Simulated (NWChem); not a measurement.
**One shape, several levels: PH2 (SMILES [PH2])**

We compute a comparison of 6 runs (UHF/STO-3G, U-r2SCAN/cc-pVTZ, UB3LYP/6-31G*, UPBE/6-31G**, UM06-2X/cc-pVTZ) of PH2. 

Program for the calculation: NWChem 7.3.0.

7 further runs of the same task are left out: 7 set aside as unsound or not needed. Runs told in other sessions of the task aren't counted.

## 1. Starting point

PH2: 3 atoms, total charge 0, spin state doublet. SMILES: `[PH2]`. Geometry: relaxed at PBE0-D4/def2-TZVP.

Bond lengths: P1–H2 1.424 Å, P1–H3 1.424 Å. Angles: H2–P1–H3 91.5°.

## 2. Energy and forces at UHF/STO-3G (run 1)

Contents of mol.nw:

```
start mol
memory stack 880 mb heap 220 mb global 1100 mb

geometry units angstroms noautosym nocenter noautoz
  P        0.525730      -0.309370       0.258210
  H        0.114640       1.051490       0.176750
  H       -0.640370      -0.742120      -0.434970
end

basis spherical bse
  * library STO-3G
end

scf
  doublet
  uhf
  thresh 1e-08
  maxiter 80
end

task scf gradient
```

The run is started by

```bash
$ nwchem mol.nw > mol.out
```

Standard output:

```text
[...]
  functions       =    11
[...]
  wavefunction    = UHF
[...]
         Total SCF energy =   -338.027943088490
      One electron energy =   -493.323683288062
      Two electron energy =    143.887353690715
 Nuclear repulsion energy =     11.408386508856
                       Sz =      0.5000
                 Sz(Sz+1) =      0.7500
                      S^2 =      0.7576
[...]
                         UHF ENERGY GRADIENTS
    atom               coordinates                        gradient
                 x          y          z           x          y          z
   1 P       0.993486  -0.584625   0.487946    0.023920  -0.014077   0.011748
   2 H       0.216638   1.987028   0.334009   -0.006499   0.020014  -0.001449
   3 H      -1.210124  -1.402403  -0.821974   -0.017421  -0.005936  -0.010299
[...]
```

Wall time 0.56 s (1 thread of Intel Xeon 6975P-C (Granite Rapids), shared host); peak memory 0.1 GiB.

## 3. Energy and forces at U-r2SCAN/cc-pVTZ (run 2)

Contents of run.py:

```python
from ase import Atoms
from ase.calculators.nwchem import NWChem

atoms = Atoms('PHH', positions=[
    [0.525730, -0.309370, 0.258210],
    [0.114640, 1.051490, 0.176750],
    [-0.640370, -0.742120, -0.434970],
])

calc = NWChem(
    label='mol',
    theory='dft',
    memory='2200 mb',
    basis='cc-pVTZ',
    basispar='spherical bse',
    dft={'xc': 'r2scan', 'mult': '2', 'grid': 'xfine', 'convergence': 'energy 1e-08', 'iterations': '100', 'mulliken': None, 'print': 'low'},
)
atoms.calc = calc

forces = atoms.get_forces()
print(f"energy = {atoms.get_potential_energy():.6f} eV")
print("forces (eV/A):")
for s, f in zip(atoms.symbols, forces):
    print(f"{s:2s} {f[0]:10.5f} {f[1]:10.5f} {f[2]:10.5f}")
```

The run is started by

```bash
$ export ASE_NWCHEM_COMMAND="nwchem PREFIX.nwi > PREFIX.nwo"
$ python run.py
```

Standard output:

```text
energy = -9319.617488 eV
forces (eV/A):
P     0.06525   -0.03836    0.03204
H    -0.02350    0.04078   -0.00864
H    -0.04175   -0.00247   -0.02340
```

The calculator wrote mol.nwi:

```
title "mol"

permanent_dir mol

scratch_dir mol

start mol

geometry units angstrom nocenter noautosym noautoz
  P  5.2573000000000003e-01 -3.0936999999999998e-01 2.5821000000000000e-01
  H  1.1464000000000001e-01 1.0514900000000000e+00 1.7674999999999999e-01
  H  -6.4036999999999999e-01 -7.4212000000000000e-01 -4.3497000000000002e-01
end

memory 2200 mb

basis spherical bse noprint
   * library cc-pVTZ
end

dft
  xc r2scan
  mult 2
  grid xfine
  convergence energy 1e-08
  iterations 100
  mulliken
  print low
end

task dft gradient
```

mol.nwo:

```text
Northwest Computational Chemistry Package (NWChem) 7.3.0
             --------------------------------------------------------

           Job information
           ---------------

    nwchem branch   = 7.3.0
    use scalapack   = T
    input           = mol.nwi
    prefix          = mol.
    data base       = mol/mol.db
    status          = startup
    nproc           =        1

           Memory information
           ------------------

    heap     =     72089600 doubles =      550.0 Mbytes
    stack    =     72089597 doubles =      550.0 Mbytes
    global   =    144179200 doubles =     1100.0 Mbytes (distinct from heap & stack)
    total    =    288358397 doubles =     2200.0 Mbytes
    verify   = yes
    hardfail = no

           Directory information
           ---------------------

  0 permanent = mol
  0 scratch   = mol

                                NWChem Input Module
                                -------------------

                                        mol
                                        ---

[... 22 lines left out ...]
            Nuclear Dipole moment (a.u.)
[... 67 lines left out ...]
   convergence    iter        energy       DeltaE   RMS-Dens  Diis-err    time
[... 14 lines left out ...]
         Total DFT energy =     -342.489628415421
      One electron energy =     -495.594322347153
           Coulomb energy =      165.599092305565
    Exchange-Corr. energy =      -23.902784882689
 Nuclear repulsion energy =       11.408386508856
[... 35 lines left out ...]
     ------------------------------------------
      Spin Density - Lowdin Population Analysis
     ------------------------------------------

    Atom       Charge   Shell Charges
 -----------   ------   -------------------------------------------------------
    1 P   15     0.96   0.00  0.00  0.00  0.01  0.00  0.00  0.12  0.46  0.36  0.00  0.00 -0.00
    2 H    1     0.02  -0.01 -0.01 -0.00  0.00  0.03  0.00
    3 H    1     0.02  -0.01 -0.01 -0.00  0.00  0.03  0.00

     --------------------------
     Expectation value of S2:
     --------------------------
      <S2> =      0.7595 (Exact =     0.7500)

                         DFT ENERGY GRADIENTS

    atom               coordinates                        gradient
                 x          y          z           x          y          z
   1 P       0.993486  -0.584625   0.487946   -0.001269   0.000746  -0.000623
   2 H       0.216638   1.987028   0.334009    0.000457  -0.000793   0.000168
   3 H      -1.210124  -1.402403  -0.821974    0.000812   0.000048   0.000455

 Task  times  cpu:       16.6s     wall:       16.6s
 Total times  cpu:       16.6s     wall:       16.6s
```

It took 18 s on 1 thread of Intel Xeon 6975P-C (Granite Rapids), shared host; peak memory 0.13 GiB.

Runs 3 to 4 aren't shown in full; the table further down has their settings and results.

## 4. Energy and gradient at UPBE/6-31G(d,p) (spherical functions) (run 5)

Contents of mymol.nw:

```
start mymol
memory stack 880 mb heap 220 mb global 1100 mb

geometry units angstroms noautosym nocenter noautoz
  P      0.525730    -0.309370     0.258210
  H      0.114640     1.051490     0.176750
  H     -0.640370    -0.742120    -0.434970
end

basis spherical bse
  * library 6-31G**
end

dft
  xc xpbe96 cpbe96
  mult 2
  grid xfine
  convergence energy 1e-08
  maxiter 100
  mulliken
end

task dft gradient
```

The run is started by

```bash
$ nwchem mymol.nw > mymol.out
```

Standard output:

```text
[...]
          Wavefunction type:  spin polarized.
          No. of atoms     :     3
          No. of electrons :    17
[...]
          Charge           :     0
          Spin multiplicity:     2
[...]
          AO basis - number of functions:    28
[...]
              XC Information
              --------------
          PerdewBurkeErnzerhof Exchange Functional  1.000
            Perdew 1991 LDA Correlation Functional  1.000 local
           PerdewBurkeErnz. Correlation Functional  1.000 non-local
[...]
 d= 0,ls=0.0,diis     1   -342.3031369057 -3.54D+02  8.96D-03  2.46D-02     0.4
[...]
 d= 0,ls=0.0,diis     8   -342.3158788996 -8.01D-10  4.26D-07  1.72D-11     2.9
[...]
         Total DFT energy =     -342.315878899586
      One electron energy =     -495.586013271978
           Coulomb energy =      165.630314137095
    Exchange-Corr. energy =      -23.768566273560
 Nuclear repulsion energy =       11.408386508856
[...]
      Total Density - Mulliken Population Analysis
     ---------------------------------------------
    Atom       Charge   Shell Charges
 -----------   ------   -------------------------------------------------------
    1 P   15    15.00   2.00  2.00  5.96  1.29  2.24  0.56  0.89  0.06
    2 H    1     1.00   0.50  0.49  0.01
    3 H    1     1.00   0.50  0.49  0.01
[...]
      <S2> =      0.7535 (Exact =     0.7500)
[...]
  wavefunction    = open shell
                         DFT ENERGY GRADIENTS
    atom               coordinates                        gradient
                 x          y          z           x          y          z
   1 P       0.993486  -0.584625   0.487946   -0.008137   0.004787  -0.003997
   2 H       0.216638   1.987028   0.334009    0.002417  -0.006317   0.000660
   3 H      -1.210124  -1.402403  -0.821974    0.005721   0.001530   0.003337
[...]
```

It took 3.9 s on 1 thread of Intel Xeon 6975P-C (Granite Rapids), shared host; peak memory 0.12 GiB.

## 5. Energy and forces at UM06-2X/cc-pVTZ (run 6)

Contents of run.xyz:

```xyz
3
H2P
P      0.525730    -0.309370     0.258210
H      0.114640     1.051490     0.176750
H     -0.640370    -0.742120    -0.434970
```

Contents of run.py:

```python
from ase.io import read
from ase.calculators.nwchem import NWChem

system = read('run.xyz')

calc = NWChem(
    label='run',
    theory='dft',
    memory='2200 mb',
    basis='cc-pVTZ',
    basispar='spherical bse',
    dft={'xc': 'm06-2x', 'mult': '2', 'grid': 'xfine', 'convergence': 'energy 1e-08', 'iterations': '100', 'mulliken': None},
)
system.calc = calc

forces = system.get_forces()
e = system.get_potential_energy()
print(f"E = {e:.6f} eV")
print("forces (eV/A):")
for s, f in zip(system.symbols, forces):
    print(f"{s:2s} {f[0]:10.5f} {f[1]:10.5f} {f[2]:10.5f}")
```

The run is started by

```bash
$ export ASE_NWCHEM_COMMAND="nwchem PREFIX.nwi > PREFIX.nwo"
$ python run.py
```

Standard output:

```text
E = -9319.665656 eV
forces (eV/A):
P    -0.17977    0.10588   -0.08829
H     0.05497   -0.13601    0.01584
H     0.12485    0.03013    0.07245
```

The calculator wrote run.nwi:

```
title "run"

permanent_dir run

scratch_dir run

start run

geometry units angstrom nocenter noautosym noautoz
  P  5.2573000000000003e-01 -3.0936999999999998e-01 2.5821000000000000e-01
  H  1.1464000000000001e-01 1.0514900000000000e+00 1.7674999999999999e-01
  H  -6.4036999999999999e-01 -7.4212000000000000e-01 -4.3497000000000002e-01
end

memory 2200 mb

basis spherical bse noprint
   * library cc-pVTZ
end

dft
  xc m06-2x
  mult 2
  grid xfine
  convergence energy 1e-08
  iterations 100
  mulliken
end

task dft gradient
```

run.nwo, shortened:

```text
[...]
      One electron energy =     -495.627831228327
[... 2 lines left out ...]
 Nuclear repulsion energy =       11.408386508856
[... 1002 lines left out ...]
          Convergence on energy requested:  1.00D-08
[... 21 lines left out ...]
          Spatial weights used:  Erf1
[...]
  wavefunction    = open shell
                         DFT ENERGY GRADIENTS
    atom               coordinates                        gradient
                 x          y          z           x          y          z
   1 P       0.993486  -0.584625   0.487946    0.003496  -0.002059   0.001717
   2 H       0.216638   1.987028   0.334009   -0.001069   0.002645  -0.000308
   3 H      -1.210124  -1.402403  -0.821974   -0.002428  -0.000586  -0.001409
[...]
```

Wall time 20 s (1 thread of Intel Xeon 6975P-C (Granite Rapids), shared host); peak memory 0.13 GiB.

## 6. The series

```csv
run,level,iteration cap,module,energy (Eh),dipole moment (D),HOMO energy (eV),LUMO energy (eV),wall time
1,UHF/STO-3G,80,scf,-338.027943,0.40,-7.48,6.83,0.56 s
2,U-r2SCAN/cc-pVTZ,100,dft,-342.489628,–,–,–,18 s
3,UB3LYP/6-31G* (spherical functions),100,dft,-342.501660,0.88,-6.78,-3.36,3.3 s
4,UB3LYP/6-31G* (Cartesian functions),100,dft,-342.504183,0.88,-6.78,-3.36,3.6 s
5,UPBE/6-31G** (spherical functions),100,dft,-342.315879,0.97,-5.92,-4.06,3.9 s
6,UM06-2X/cc-pVTZ,100,dft,-342.491399,0.61,-7.99,-2.43,20 s
```

## 7. Outcome

| quantity | value |
| --- | --- |
| run 6: total energy | -342.49140 Eh |
| run 6: dipole moment | 0.61 D |
| run 6: HOMO energy (highest over α and β) | -7.99 eV |
| run 6: LUMO energy (lowest over α and β) | -2.43 eV |
| run 6: ⟨S²⟩ | 0.755 |
| run 6: largest force on an atom | 0.227 eV/Å |

In words: Over runs 1, 3, 4, 5, 6 the dipole moment (its size) runs from 0.40 D (UHF/STO-3G) to 0.97 D (UPBE/6-31G**). The two ends differ in method and basis. Totals of different functionals can't be ranked against each other. In run 1 the basis is minimal, so the values are rough. All runs together took 49 s, the longest 20 s.
